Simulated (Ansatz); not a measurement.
# Structure relaxation of ReBiH4

All numbers below come from Ansatz, DFT PBE, scalar-relativistic, plane waves, PAW. Cutoff 420 eV, Γ-centred k mesh, Gaussian smearing, no spin polarisation in the final step.

The start puts ReBiH4 on the sites of a reported MgInCu4 cell (F-43m, No. 216), with Bi in place of Mg, Re in place of In, H in place of Cu, at a guessed volume.

```
CELL_PARAMETERS angstrom
0.00000 3.20005 3.20005
3.20005 0.00000 3.20005
3.20005 3.20005 0.00000
ATOMIC_POSITIONS crystal
Re 0.75000 0.75000 0.75000
Bi 0.00000 0.00000 0.00000
H 0.37500 0.87500 0.37500
H 0.37500 0.37500 0.87500
H 0.37500 0.37500 0.37500
H 0.87500 0.37500 0.37500
```

Cell and atoms relax at zero pressure; the relaxation can't lower the symmetry of the start. After a coarse first stage the cell is made exact in the group found at 0.06 Å.

Energies over the elements count from the elements' standard structures at the same level (H₂ as a molecule), with no empirical corrections.

Which crystal results?

It keeps F-43m (No. 216). Conventional cell: a = 6.264 Å. Re has 12 H at 2.56 Å and 4 Bi at 2.71 Å; Bi is coordinated by 12 H at 2.69 Å and 4 Re at 2.71 Å; around H lie 3 H at 1.59 Å.

```cif
data_structure
_symmetry_space_group_name_H-M 'F-43m'
_symmetry_Int_Tables_number 216
_cell_length_a 6.2642
_cell_length_b 6.2642
_cell_length_c 6.2642
_cell_angle_alpha 90.000
_cell_angle_beta 90.000
_cell_angle_gamma 90.000
_cell_volume 245.81
loop_
_atom_site_label
_atom_site_type_symbol
_atom_site_symmetry_multiplicity
_atom_site_Wyckoff_symbol
_atom_site_fract_x
_atom_site_fract_y
_atom_site_fract_z
_atom_site_occupancy
Re1 Re 4 c 0.25000 0.25000 0.25000 1
Bi1 Bi 4 a 0.00000 0.00000 0.00000 1
H1 H 16 e 0.58951 0.08951 0.08951 1
```

What are its volume, energy, density and gap?

The volume per atom is 10.2 Å³, the density is 10.8 g/cm³ and the energy over the elements is 1.36 eV/atom. The gap on the 10×10×10 mesh is 0 eV (a metal).

The final run used a 10×10×10 mesh on its 6-atom cell and 0.10 eV smearing. The k mesh leaves about 4 meV/atom of noise in metals. Weakly bound directions are ill-defined at this level, which has no dispersion term. Spin–orbit coupling is left out. Symmetry constrained the relaxation, so the result can be a saddle point.

Cost: 3 runs of about 1 core-minutes in all, on Arm Neoverse V1 (shared hosts).